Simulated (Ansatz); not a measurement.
Geometry optimisation, RKS PBE-D4/def2-SVP in Ansatz.

Input:

```yaml
crystal:
  periodic: [false, false, false]
  atoms:
    - { symbol: Si, position_ang: [-0.7999, 1.05305, -0.56496] }
    - { symbol: O, position_ang: [0.13669, -0.10017, 0.36889] }
    - { symbol: S, position_ang: [0.8987, -1.44219, 0.17518] }
    - { symbol: H, position_ang: [-1.90549, 0.25912, -1.08446] }
    - { symbol: H, position_ang: [0.13781, 1.50816, -1.58338] }
    - { symbol: H, position_ang: [-1.04222, 1.90948, 0.58199] }
    - { symbol: H, position_ang: [2.09346, -1.10102, 0.78235] }
    - { symbol: H, position_ang: [0.48095, -2.08643, 1.3244] }
total_charge: 1
basis:
  gaussian: { orbitals: def2-SVP }
hamiltonian:
  xc: pbe
  dispersion: d4
relax:
  f_tol: 0.02
  max_steps: 40
```

Launched with:

```bash
$ ansatz run input.yaml --threads 1 --pin off --max-ram 2048MiB --backend cpu --events-out ev --progress --plain --runs-dir out
```

Question: Where does it end, and by what steps?

Answer: It converged. Limits of this set-up: the dipole of an ion depends on the origin. After 6 steps the energy has fallen by 0.186 eV; H6 moved furthest, 0.28 Å.

| step | energy less start (eV) | largest force component (eV/Å) | accepted |
| --- | --- | --- | --- |
| 0 | 0.0000 | 0.699 | yes |
| 1 | -0.1303 | 0.457 | yes |
| 2 | -0.1484 | 0.427 | yes |
| 3 | -0.1815 | 0.239 | yes |
| 4 | -0.1848 | 0.091 | yes |
| 5 | -0.1863 | 0.021 | yes |
| 6 | -0.1863 | 0.009 | yes |

```xyz
8
Properties=species:S:1:pos:R:3
Si -0.782 1.045 -0.523
O 0.168 -0.011 0.587
S 0.871 -1.388 0.180
H -1.880 0.183 -1.054
H 0.180 1.487 -1.577
H -1.200 2.095 0.445
H 2.143 -1.210 0.703
H 0.499 -2.200 1.240
```

Run time: 12 s on 1 thread of Arm Neoverse V2, with other jobs on the host, peak memory 0.14 GiB.
